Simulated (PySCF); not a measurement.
Species: cyanoethynyl anion, C₃N (charge -1).
Atom-mapped SMILES: `[C-:1]#[C:2][C:3]#[N:4]`

The same species was optimised twice, with GFN2-xTB and with PBE0-D3(BJ)/def2-SVP (PySCF), and the same property calculations (PySCF, gas phase) were run on both structures.

```json
{"coordinate": "C2–C3 (Å)", "GFN2-xTB": "1.347", "PBE0-D3(BJ)/def2-SVP": "1.367", "change": "+0.020"}
{"coordinate": "C1≡C2 (Å)", "GFN2-xTB": "1.250", "PBE0-D3(BJ)/def2-SVP": "1.257", "change": "+0.007"}
{"coordinate": "C3≡N4 (Å)", "GFN2-xTB": "1.171", "PBE0-D3(BJ)/def2-SVP": "1.175", "change": "+0.004"}
{"coordinate": "C1–C2–C3 (°)", "GFN2-xTB": "179.9", "PBE0-D3(BJ)/def2-SVP": "179.9", "change": "0.0"}
{"coordinate": "C2–C3–N4 (°)", "GFN2-xTB": "180.0", "PBE0-D3(BJ)/def2-SVP": "179.9", "change": "-0.1"}
```

Rotational constants: B = 4917 MHz (linear) (GFN2-xTB) against B = 4831 MHz (linear) (PBE0-D3(BJ)/def2-SVP). Point groups within 0.08 Å: C∞v and C∞v.

On the GFN2-xTB structure: HOMO (eV) -2.03 [PBE0/pcSseg-1]; LUMO (eV) 4.81 [PBE0/pcSseg-1]; GIAO shielding of C1 (ppm) -34.7 [PBE0/pcSseg-1]; GIAO shielding of C2 (ppm) 101.7 [PBE0/pcSseg-1]; GIAO shielding of C3 (ppm) 74.0 [PBE0/pcSseg-1]; GIAO shielding of N4 (ppm) 40.5 [PBE0/pcSseg-1].

Problem. What do these properties become on the PBE0-D3(BJ)/def2-SVP structure?

Solution. 
```csv
property,level,on GFN2-xTB,on PBE0-D3(BJ)/def2-SVP,change
HOMO (eV),PBE0/pcSseg-1,-2.03,-2.04,-0.01
LUMO (eV),PBE0/pcSseg-1,4.81,4.78,-0.03
"energy, GFN2-xTB geometry as zero (kcal/mol)",PBE0/pcSseg-1,0.0,0.0,0.0
GIAO shielding of C1 (ppm),PBE0/pcSseg-1,-34.7,-33.9,+0.8
GIAO shielding of C2 (ppm),PBE0/pcSseg-1,101.7,101.6,-0.1
GIAO shielding of C3 (ppm),PBE0/pcSseg-1,74.0,73.2,-0.8
GIAO shielding of N4 (ppm),PBE0/pcSseg-1,40.5,38.6,-1.9
```

The heavy atoms differ by 0.013 Å rms after alignment. Among all bonds C2–C3 changes most (+0.020 Å). Changes are differences of the printed values. Neither structure is proved a minimum here. Isolated species at its PBE0-D3(BJ)/def2-SVP geometry, gas phase. The geometry's basis has no diffuse functions, a weakness for an anion.
